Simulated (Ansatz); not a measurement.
**CH4NO+ (SMILES N[CH+]O): one structure at several levels**

A test off equilibrium: a frame of a short trajectory is computed at several levels, and each is set against CCSD(T).

Program: Ansatz 0.2.0, Gaussian basis. Level of theory: single points in def2-TZVPP. These are calculated values, not measurements.

Cores are frozen in the correlated methods.

### 1 The system as given

SMILES `N[CH+]O`, 7 atoms, charge 1, spin multiplicity 1.

Atoms are counted from 1 here; the program's logs count them from 0.

Bond lengths: N1–C2 1.307 Å, N1–H4 1.003 Å, N1–H5 0.999 Å, C2–O3 1.268 Å, C2–H6 1.087 Å, O3–H7 0.973 Å. Angles: C2–N1–H4 126.7°, C2–N1–H5 119.8°, H4–N1–H5 112.5°, N1–C2–O3 123.8°, N1–C2–H6 118.2°, O3–C2–H6 117.8°, C2–O3–H7 125.3°.

Coordinates:

```
N    -0.7934    0.0748   -0.3219
C     0.3103    0.3556    0.3201
O     1.3032   -0.4296    0.3936
H    -0.9496   -0.7038   -0.9351
H    -1.5285    0.7501   -0.3658
H     0.4179    1.3505    0.7454
H     1.3469   -1.3186   -0.0004
```

### 2 PBE-D4/def2-TZVPP

File run/in.yaml:

```yaml
crystal:
  periodic: [false, false, false]
  atoms:
    - {symbol: N, position_ang: [-0.793427, 0.074837, -0.321892]}
    - {symbol: C, position_ang: [0.310272, 0.355645, 0.320075]}
    - {symbol: O, position_ang: [1.303213, -0.429595, 0.393557]}
    - {symbol: H, position_ang: [-0.949634, -0.703764, -0.935131]}
    - {symbol: H, position_ang: [-1.528530, 0.750106, -0.365831]}
    - {symbol: H, position_ang: [0.417902, 1.350544, 0.745421]}
    - {symbol: H, position_ang: [1.346922, -1.318634, -0.000396]}
basis:
  gaussian: {orbitals: def2-TZVPP}
total_charge: 1
hamiltonian: {xc: pbe, dispersion: d4}
output: {forces: true}
```

Launch:

```bash
ansatz run in.yaml --threads 2 --pin off --events-out ev --progress --plain --max-ram 3481MiB
```

### 3 r2SCAN-D4/def2-TZVPP

run/in.yaml: that of step 2 with these lines changed.

```diff
@@ -13,3 +13,3 @@
 total_charge: 1
-hamiltonian: {xc: pbe, dispersion: d4}
+hamiltonian: {xc: r2scan, dispersion: d4}
 output: {forces: true}
```

### 4 PBE0-D4/def2-TZVPP

run/in.yaml: that of step 3 with these lines changed.

```diff
@@ -13,3 +13,3 @@
 total_charge: 1
-hamiltonian: {xc: r2scan, dispersion: d4}
-output: {forces: true}
+hamiltonian: {xc: pbe0, dispersion: d4}
+output: {forces: true, orbitals: {seedname: orbitals}}
```

### 5 wB97M-V/def2-TZVPP

run/in.yaml: that of step 4 with these lines changed.

```diff
@@ -13,3 +13,3 @@
 total_charge: 1
-hamiltonian: {xc: pbe0, dispersion: d4}
-output: {forces: true, orbitals: {seedname: orbitals}}
+hamiltonian: {xc: {name: wB97M-V}}
+output: {forces: true}
```

### 6 CCSD(T)/def2-TZVPP

run/in.yaml: that of step 5 with these lines changed.

```diff
@@ -13,3 +13,3 @@
 total_charge: 1
-hamiltonian: {xc: {name: wB97M-V}}
+correlation: {method: ccsd_t}
 output: {forces: true}
```

(Steps that only read results are left out.)

What does the calculation give? Wanted: energy less free atoms, CCSD(T)/def2-TZVPP; RMS force component; RMS force error; HOMO and LUMO, PBE0-D4; T1 diagnostic.

As calculated:

| quantity | value |
| --- | --- |
| energy less free atoms, CCSD(T)/def2-TZVPP | -18.967 eV |
| RMS force component | 0.619 to 0.682 eV/Å over the methods |
| RMS force error | PBE-D4 0.197, r2SCAN-D4 0.112, PBE0-D4 0.210, wB97M-V 0.128 eV/Å |
| HOMO and LUMO, PBE0-D4 | -15.93 and -7.21 eV |
| T1 diagnostic | 0.015 |

Against CCSD(T) the functionals' energies less atoms differ by -1.805 to -0.855 eV, PBE-D4 by -1.805 eV. CCSD(T) in triple zeta still lacks some correlation energy of the bonds, so part of these gaps is its own basis error and they don't rank the functionals. The forces of r2SCAN-D4 come nearest to CCSD(T), those of PBE0-D4 are farthest. Frozen-core CCSD(T) forces in triple zeta carry basis errors of their own, and this is one geometry, so small gaps rank nothing.
